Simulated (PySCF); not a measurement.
A made-up structure of CH4Si2, closed shell:

```xyz
7
angstrom
Si -1.6180 -1.5156 -0.0764
C -0.5077 -0.3255 -0.2501
Si 0.9132 0.7101 0.2388
H 1.7557 -0.4124 0.4543
H 1.1508 1.6528 -0.8893
H 0.6408 1.5036 1.4673
H 2.1481 -0.0906 0.4538
```

It is relaxed with PBE-D4/def2-SVP and then PBE0-D4/def2-TZVP (PySCF 2.14 with density fitting (its default auxiliary sets; JK sets also for MP2 and CCSD(T))). Atoms count as bonded within 1.22 times the sum of their covalent radii (H–H: 0.88 Å). The end point is not checked to be a true minimum.

Q: Does its bonding change? (A judgement: the text doesn't fix the answer.)

A: The calculation gives: Yes. Formed: none; broken: Si3–H4, Si3–H7.

Where it ends: The first stage lowers the energy by 5.14 eV in 21 steps. It ends as a complex of CH₂Si₂ ([Si][C][SiH2]) + H₂:
Si1  (-1.610, -2.036, -0.275)
C2  (-0.697, -0.638, -0.237)
Si3  (0.172, 0.809, -0.247)
H4  (2.509, -0.145, 1.344)
H5  (1.159, 1.196, -1.286)
H6  (0.047, 1.880, 0.773)
H7  (2.921, 0.479, 1.330)
(Å)

Labels in which every atom is bracketed show which atoms are joined, not bond orders.

For scale, one of the runs: PBE0-D4/def2-TZVP relaxation, 129 basis functions, launched by `OMP_NUM_THREADS=2 python run.py`. Time: 3 min of wall clock on 2 CPU threads of an AMD EPYC 7B13; the host was shared. Peak host memory: 1.3 GiB.
